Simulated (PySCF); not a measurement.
Gas-phase reaction: C2H4 + 2 H = C2H6

Computed with PySCF and rigid-rotor harmonic-oscillator thermochemistry at 1 bar. The comparison is the NASA 1993 polynomial table, which mixes measured and estimated data. † marks an energy on the PBE0/def2-TZVP geometry and frequencies; other levels use their own. MP2 and CCSD(T) freeze the core. 6-31G* has spherical d functions here. Open shells (unrestricted): H (multiplicity 2); the rest are closed-shell singlets. B3LYP is the form with VWN-RPA correlation. MP2 isn't extrapolated to the basis-set limit; its ΔH°(298 K) is -543.9 kJ in def2-SVP and -554.9 kJ in def2-TZVPP. CCSD(T) isn't extrapolated to the basis-set limit; its ΔH°(298 K) is -556.8 kJ in def2-SVP and -568.5 kJ in def2-TZVPP. The harmonic model lacks anharmonicity and excited electronic states, which grow with temperature; levels with a mode under 35 cm⁻¹ are left out. Internal rotation in C2H6 is treated as a harmonic vibration of one conformer, which makes the entropy rough.

```csv
level,"ΔH°(298 K), kJ",minus table,"ΔG°(800 K), kJ"
table,-572.4,-,-388.7
B3LYP/6-31G*,-585.4,-13.0,-400.3
B3LYP/def2-TZVP†,-568.6,3.8,-383.9
CCSD(T)/def2-TZVPP†,-568.5,3.9,-383.8
HF/6-31G*,-472.2,100.2,-287.0
HF/def2-TZVP†,-461.3,111.1,-276.6
M06-2X/def2-TZVP†,-569.4,3.0,-384.6
MP2/def2-SVP†,-543.9,28.5,-359.1
PBE/def2-SVP,-562.2,10.2,-377.4
PBE0/def2-SVP†,-574.0,-1.6,-389.3
ωB97X-V/def2-TZVP†,-578.2,-5.8,-393.4
```
